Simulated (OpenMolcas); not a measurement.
**One shape, several levels: singlet [BNH3]+**

Aim: a comparison of 6 runs (B3LYP/6-31G*, B2PLYP/def2-TZVPP, BHLYP/def2-TZVPP, M06-2X/def2-TZVPP, SVWN5/def2-TZVPP, MP2/def2-TZVPP) of singlet [BNH3]+. 

Program for the calculation: OpenMolcas 26.06.

## Step 1: Starting point

[BNH3]+: 5 atoms, total charge +1, spin state singlet. As SMILES of the parent species, `B[NH]`. The coordinates come from a PBE0-D4/def2-TZVP relaxation. That shape belongs to the parent species and isn't relaxed for this state.

Bond lengths: B1–N2 1.329 Å, B1–H3 1.210 Å, B1–H4 1.204 Å, N2–H5 0.999 Å. Angles: B1–N2–H5 163.9°, N2–B1–H3 118.8°, N2–B1–H4 121.2°, H3–B1–H4 119.9°.

## Step 2: The energy at B3LYP/6-31G(d) (Cartesian functions) (run 1)

Contents of geom.xyz:

```xyz
5

B     -0.310800    -0.370100    -0.091600
N      0.531200     0.655200    -0.019800
H     -0.414800    -1.107400     0.862500
H     -0.964100    -0.573100    -1.081900
H      1.208400     1.321700     0.289300
```

Contents of test.inp:

```
* BH3N Kohn-Sham DFT

&GATEWAY
  BASLIB
  $CurrDir
  COORD
  geom.xyz
  BASIS
  6-31Gs
  GROUP
  NoSym

&SEWARD
  GRIDINPUT
  Grid=UltraFine
  End of Grid

&SCF
  CHARGE
  1
  KSDFT
  B3LYP
  THRESHOLDS
  1e-10 1e-07 1e-07 1e-05
  PRORBITALS
  1
```

The basis set 6-31G* is read from a file made from the Basis Set Exchange's data (not shown).

Run with:

```bash
$ export MOLCAS_MEM=1860
$ pymolcas test.inp > test.log
```

What it wrote:

```text
--- Start Module: gateway ---
[...]
--- Stop Module: gateway /rc=_RC_ALL_IS_WELL_ ---
--- Start Module: seward ---
[...]
      Basis functions           36
--- Stop Module: seward /rc=_RC_ALL_IS_WELL_ ---
--- Start Module: scf ---
[...]
       Convergence after  16 Iterations
[...]
::    Total KS-DFT energy                             -80.9708557375
[...]
      Total spin, S                                     0.0000000000
[...]
      Total electronic charge=   14.000000
      Total            charge=    1.000000
[...]
      Dipole Moment (debye):
      Origin of the operator (angstrom)=    0.1371    0.1690   -0.0433
                   X=  3.8761E-02               Y= -2.1392E-01               Z=  4.1917E-01           Total=  4.7219E-01
      Center of Charge (angstrom)
[...]
--- Stop Module: scf /rc=_RC_ALL_IS_WELL_ ---
[...]
```

Run time: 6.6 s. Hardware: 1 thread of Intel Xeon 6975P-C (Granite Rapids), shared host; peak memory 0.37 GiB.

## Step 3: The energy at B2PLYP/def2-TZVPP (run 2)

Contents of coord.xyz:

```xyz
5

B     -0.310800    -0.370100    -0.091600
N      0.531200     0.655200    -0.019800
H     -0.414800    -1.107400     0.862500
H     -0.964100    -0.573100    -1.081900
H      1.208400     1.321700     0.289300
```

Contents of run.inp:

```
* BH3N Kohn-Sham DFT

&GATEWAY
 BasLib=$CurrDir
 Coord=coord.xyz
 Basis=def2-TZVPP
 Group=NoSym

&SEWARD
 GridInput
 Grid=UltraFine
 End of Grid

&SCF
 Charge=1
 KSDFT=B2PLYP_SCF
 Thresholds=1e-10 1e-07 1e-07 1e-05
 PrOrbitals=1 1

&MBPT2
 Frozen=2
```

The basis set def2-TZVPP is read from a file made from the Basis Set Exchange's data (not shown).

Run with:

```bash
$ export MOLCAS_MEM=1860
$ pymolcas run.inp > run.log
```

What it wrote:

```text
--- Start Module: gateway ---
[...]
--- Stop Module: gateway /rc=_RC_ALL_IS_WELL_ ---
[...]
      Basis functions          104
[...]
--- Start Module: scf ---
[...]
       Convergence after  18 Iterations
[...]
::    Total KS-DFT energy                             -80.8222903107
[...]
      Total spin, S                                     0.0000000000
[...]
      Total electronic charge=   14.000000
      Total            charge=    1.000000
[...]
      Dipole Moment (debye):
      Origin of the operator (angstrom)=    0.1371    0.1690   -0.0433
                   X=  1.9970E-01               Y= -9.2538E-03               Z=  4.1921E-01           Total=  4.6444E-01
      Center of Charge (angstrom)
[...]
--- Stop Module: scf /rc=_RC_ALL_IS_WELL_ ---
[...]
--- Start Module: mbpt2 ---
[...]
 ###    WARNING: MP2 implementation intended for RHF references only         ###
 ###############################################################################
MBPT2 WARNING: Reference function according to RunFile:KS-DFT
I'll assume you know what you're doing and continue
WARNING!
Default frozen orbitals as non valence orbitals is overwritten by user input.
Default values:   2
[...]
       Reference weight ( Cref**2 )         =        0.83910
::    Total MBPT2 energy                              -81.1906858026
[...]
      Total MBPT2 calculations                           0.29      0.32
--- Stop Module: mbpt2 /rc=_RC_ALL_IS_WELL_ ---
[...]
```

It took 26 s on 1 thread of Intel Xeon 6975P-C (Granite Rapids), shared host; peak memory 0.59 GiB.

Runs 3 to 5 aren't shown in full; the table further down has their settings and results.

## Step 4: A single-point energy at MP2/def2-TZVPP (run 6)

geom.xyz is that of step 2.

Contents of job.inp:

```
&GATEWAY
 BasLib = $CurrDir
 Coord = geom.xyz
 Basis = def2-TZVPP
 Group = NoSym

&SEWARD

&SCF
 Charge = 1
 Thresholds = 1e-10 1e-07 1e-07 1e-05
 PrOrbitals = 1 2

&MBPT2
 Frozen = 2
```

The basis set def2-TZVPP is read from a file made from the Basis Set Exchange's data (not shown).

Run with:

```bash
$ export MOLCAS_MEM=1860
$ pymolcas job.inp > job.log
```

What it wrote:

```text
--- Start Module: gateway ---
[...]
--- Stop Module: gateway /rc=_RC_ALL_IS_WELL_ ---
[...]
      Basis functions          104
[...]
--- Start Module: scf ---
[...]
       Convergence after  21 Iterations
[...]
::    Total SCF energy                                -80.4847204448
[...]
      Total spin, S                                     0.0000000000
[...]
      Total electronic charge=   14.000000
      Total            charge=    1.000000
[...]
      Dipole Moment (debye):
      Origin of the operator (angstrom)=    0.1371    0.1690   -0.0433
                   X=  6.4450E-01               Y=  5.4372E-01               Z=  4.3960E-01           Total=  9.5093E-01
      Center of Charge (angstrom)
[...]
--- Stop Module: scf /rc=_RC_ALL_IS_WELL_ ---
[...]
--- Start Module: mbpt2 ---
[...]
WARNING!
Default frozen orbitals as non valence orbitals is overwritten by user input.
Default values:   2
[...]
       Reference weight ( Cref**2 )         =        0.91394
::    Total MBPT2 energy                              -80.7593237991
[...]
      Total MBPT2 calculations                           0.31      0.35
--- Stop Module: mbpt2 /rc=_RC_ALL_IS_WELL_ ---
[...]
```

It took 14 s on 1 thread of Intel Xeon 6975P-C (Granite Rapids), shared host; peak memory 0.59 GiB.

## Step 5: The series

```tsv
run	level	Cartesian functions	frozen core orbitals	energy (Eh)	HOMO energy (eV)	LUMO energy (eV)	HOMO–LUMO gap (eV)	wall time
1	B3LYP/6-31G* (Cartesian functions)	yes	–	-80.970856	-17.09	-13.39	3.70	6.6 s
2	B2PLYP/def2-TZVPP	no	2	-80.921757	-19.23	-11.57	7.65	26 s
3	BHLYP/def2-TZVPP	no	–	-80.942481	-19.22	-11.94	7.28	32 s
4	M06-2X/def2-TZVPP	no	–	-80.948714	-19.04	-12.07	6.97	41 s
5	SVWN5/def2-TZVPP	no	–	-80.246163	-15.82	-14.29	1.53	19 s
6	MP2/def2-TZVPP	no	2	-80.759324	-21.64	-8.66	12.98	14 s
```

## Step 6: Results

| quantity | value |
| --- | --- |
| run 6: total energy | -80.75932 Eh |
| run 6: HOMO energy (Hartree–Fock orbitals) | -21.64 eV |
| run 6: LUMO energy (Hartree–Fock orbitals) | -8.66 eV |
| run 6: HOMO–LUMO gap (Hartree–Fock orbitals) | 12.98 eV |
| run 6: correlation energy (2 core orbitals frozen) | -274.6 mEh |

Over runs 1, 2, 3, 4, 5 the HOMO–LUMO gap runs from 1.53 eV (SVWN5/def2-TZVPP) to 7.65 eV (B2PLYP/def2-TZVPP). A double hybrid's value is that of its SCF part. For B2PLYP the log adds the whole second-order term; the table takes 0.27 of it, as the functional is defined. Totals of different functionals can't be ranked against each other. All runs together took 2.3 min, the longest 41 s.
